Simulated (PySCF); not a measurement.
SMILES [SiH3], doublet, CAM-B3LYP/def2-SVP optimised geometry.

```
4

Si    -0.48    -0.30     0.00
H     -1.01     1.09     0.00
H      1.01    -0.30     0.00
H     -1.01    -1.09    -1.15
```

Density from PySCF 2.14.0 with unrestricted CAM-B3LYP/def2-TZVP at that geometry.

Minimum of the electron density along straight lines between bonded atoms, close to the bond critical point (lines longer than 1.1 times the sum of covalent radii, or with two minima, are not listed):

```json
[
 {"bond": "Si1–H2", "length / Å": "1.489", "ρ at the minimum / e bohr⁻³": "0.120", "∇²ρ there / e bohr⁻⁵": "0.14", "position (fraction from the first atom)": "0.49"},
 {"bond": "Si1–H3", "length / Å": "1.489", "ρ at the minimum / e bohr⁻³": "0.120", "∇²ρ there / e bohr⁻⁵": "0.14", "position (fraction from the first atom)": "0.49"},
 {"bond": "Si1–H4", "length / Å": "1.489", "ρ at the minimum / e bohr⁻³": "0.120", "∇²ρ there / e bohr⁻⁵": "0.14", "position (fraction from the first atom)": "0.49"}
]
```
